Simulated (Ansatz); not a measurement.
# Atomization energy of C2H2O2, singlet, from cheap to dear

Geometry (MP2(full)/6-31G*, from the G2/97 set):

```xyz
6

C     0.0000    0.7564    0.0000
C     0.0000   -0.7564    0.0000
O     1.0461    1.3899    0.0000
H    -0.9999    1.2282    0.0000
O    -1.0461   -1.3899    0.0000
H     0.9999   -1.2282    0.0000
```

Measured, as an electronic atomization energy: 633.4 kcal/mol (G2/97 heats of formation of molecule and atoms, with zero-point and thermal terms from B3LYP taken off; Curtiss et al., J. Chem. Phys. 106, 1063 (1997), Staroverov et al., J. Chem. Phys. 119, 12129 (2003)). The measured value holds scalar relativity and spin–orbit coupling, which all computed ones lack, and core correlation, which the wave-function levels lack. Atoms are taken at the same level; beside RHF, RMP2 and RCC rows they are unrestricted. Ansatz 0.2.0; the 6-31G* set has Cartesian d functions; a miss is computed less measured; times are wall times on shared hosts and scatter by a factor of two or so.

| level | basis | miss (kcal/mol) | time of the run | hardware |
| --- | --- | --- | --- | --- |
| RHF | cc-pVDZ | -225.4 | – | – |
| UHF | cc-pVDZ | -224.2 | – | – |
| RMP2 | cc-pVDZ | -29.5 | – | – |
| RCCSD(T) | cc-pVDZ | -51.4 | 1.6 s | 1 CPU thread |
| RCCSDT(Q) | cc-pVDZ | -50.0 | 7.5 s | H100 + 2 CPU threads |
| RHF | cc-pVTZ | -215.8 | – | – |
| UHF | cc-pVTZ | -214.8 | – | – |
| RMP2 | cc-pVTZ | 4.5 | – | – |
| UMP2 | cc-pVTZ | -11.1 | – | – |
| RCCSD(T) | cc-pVTZ | -19.7 | 2.7 s | H100 + 2 CPU threads |
| UCCSD(T) | cc-pVTZ | -20.5 | 4.7 s | H100 + 2 CPU threads |
| RCCSDT(Q) | cc-pVTZ | -19.1 | 3.6 min | H100 + 2 CPU threads |
| RHF | cc-pVQZ | -214.5 | – | – |
| UHF | cc-pVQZ | -213.5 | – | – |
| RMP2 | cc-pVQZ | 16.2 | – | – |
| UMP2 | cc-pVQZ | 0.5 | – | – |
| RCCSD(T) | cc-pVQZ | -8.7 | 3.7 s | H100 + 2 CPU threads |
| UCCSD(T) | cc-pVQZ | -9.5 | 10 s | H100 + 2 CPU threads |

A dash: the level came out of a higher level's run.

A composite of the best parts (restricted reference, at this geometry, which isn't the minimum of the high levels):

```
                                    part  kcal/mol
Hartree–Fock limit (T, Q; exp(−5.46 √X))    419.28
   CCSD(T) correlation limit (T, Q; X⁻³)    212.84
                    CCSDT − CCSD(T) (TZ)     -0.90
                                (Q) (TZ)      1.48
                                     sum     632.7
                       sum less measured      -0.7
```
